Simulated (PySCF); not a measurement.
An unknown is described by computed data only.

Formula: C2H3Cl.

- 13C NMR: chemical shifts (computed TMS as zero) by class: 140.6 (1 C), 124.5 (1 C) ppm [GIAO PBE0/pcSseg-1]
- Rotational structure: rotational constants A, B, C: 57.985, 6.096, 5.516 GHz [GFN2-xTB]
- XPS: Cl2p3/2 206.5, C1s 290.8, C1s 292.3, Cl1s 2829.1 eV [ΔSCF SCAN, pcX-2 on the ionised atom, pcseg-1 elsewhere, spin-free X2C, 2p3/2 from a spin–orbit splitting computed afterwards within the 2p shell]
- Triplet: lowest triplet excitation (Tamm–Dancoff): 4.23 eV [TDA CAM-B3LYP/def2-SVPD]
- UV, first state: lowest singlet excitation: 6.90 eV (180 nm, f = 0.289) [TDDFT CAM-B3LYP/def2-SVPD]
- Dipole: 1.50 D [CAM-B3LYP/def2-SVPD]

Electronic properties: PySCF, gas phase, density fitting. Levels stand in brackets. Geometry: GFN2-xTB; no solvent, vibrations or thermal averaging. NMR classes are plain means over equivalent atoms (diastereotopic ones count apart unless rotation or inversion swaps them), as if these changed places fast.

Q: What is the compound? Reason from the data.

A: Numbering: `[CH2:1]=[CH:2][Cl:3]`. Its formula, C2H3Cl, gives 1 degree of unsaturation: 0 rings and 1 π bond in the structure found. 2 carbons fall into 2 classes; from least to most shielded: vinylic C–Cl carbon [C2] (140.6 ppm), terminal =CH2 carbon [C1] (124.5 ppm). The core levels belong to: Cl2p3/2 206.5 eV, vinyl chlorine [Cl3]; C1s 290.8 eV, terminal =CH2 carbon [C1]; C1s 292.3 eV, vinylic C–Cl carbon [C2]; Cl1s 2829.1 eV, vinyl chlorine [Cl3]. The optimised geometry has point group Cs and is an asymmetric top. Structure: `C=CCl`. The assignments are read from this structure; whether some other isomer fits the data as well wasn't checked.
